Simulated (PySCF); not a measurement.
**C$_{3}$H$_{9}$N: full NMR table**

* Formula: C3H9N
* SMILES: CC(C)N
* InChI: InChI=1S/C3H9N/c1-3(2)4/h3H,4H2,1-2H3
* Point group of the computed structure: Cs
* Degrees of unsaturation: 0
* Carbon signals: 2
* Proton signals: 3

Bonds (- single, = double, # triple, : aromatic): C1-C2 1.526 Å, C2-C3 1.527 Å, C2-N4 1.458 Å. C1 carries H5, H6, H7; C2 carries H8; C3 carries H9, H10, H11; N4 carries H12, H13.

- σ from GIAO-PBE0/pcSseg-1
- J: B3LYP/pcJ-1 (spin–dipole term only in couplings to heteroatoms)
- coordinates at the GFN2-xTB level
- program: PySCF 2.14.0 with density-fitted response routines
- one computed conformer, no relativistic terms, no solvent model, one averaged value for each set of equivalent atoms

Shifts are taken against calculated references (same method and geometry level): TMS for ¹H and ¹³C; ¹⁵N against NH3.

```tsv
carbon	δC, type	δH (multiplicity, J in Hz)	HMBC from (abs. J ≥ 3 Hz)	span of the C tensor (ppm)
C1/C3	27.1, CH3	1.03 (d, 6.3)	H5/H6/H7/H9/H10/H11	44
C2	47.2, CH	3.41 (sept, 6.3)	H5/H6/H7/H9/H10/H11	27
```

Other nuclei:
```csv
atoms,nucleus,environment,δ (ppm),σ (ppm)
H12/H13,¹H,hydrogen on an amine nitrogen,0.70,31.02
N4,¹⁵N,amine nitrogen,58.6,209.1
```

Selected couplings (Hz, signed; the shortest-range and largest first, 30 at most; isotopes ¹³C, ¹H, ¹⁵N): ¹J(C2,H8) 135.8, ¹J(C1,H5) 131.7, ¹J(C1,C2) 37.5, ¹J(C2,N4) -4.8, ²J(C1,N4) -5.2, ³J(H5,H8) 6.3, ³J(N4,H5) -3.5.

Carbon types of the structure: 1 × CH, 2 × CH3, leaving 2 H on heteroatoms. δC 47.2: sp3 CH bonded to N; deshielded by the electronegative neighbour. δC 27.1: methyl carbon; saturated and bonded to C and H only. δH 3.41: hydrogen on an sp3 CH bonded to N; its carbon carries N, which withdraws density. δH 1.03: hydrogen on a methyl carbon. δH 0.70: hydrogen on an amine nitrogen; exchangeable; this is the value without hydrogen bonding to other molecules. The protons at 1.03 and 3.41 share a coupling of 6.3 Hz (vicinal).

Exchangeable OH/NH protons stand at their gas-phase positions; hydrogen bonding in a real sample shifts them, mostly to higher δ. Multiplet labels drop couplings under 1 Hz and merge nearly equal ones. Unscaled 3J(H,H) at this level run about 10 % above measured values. Shifts are as computed. Against solution values, carbons near 30 ppm lie about +3 ppm off and those near 130 ppm about +5 ppm. Of 1211 compounds with measured shifts, 218 miss one by over three times the rms of a fit or turn the order of signals round; such compounds aren't used in these exercises. Couplings to exchangeable protons are dropped. Experimental scales use liquid or dissolved standards, which lie at an offset from isolated NH3 (liquid NH3: subtract about 20 ppm).
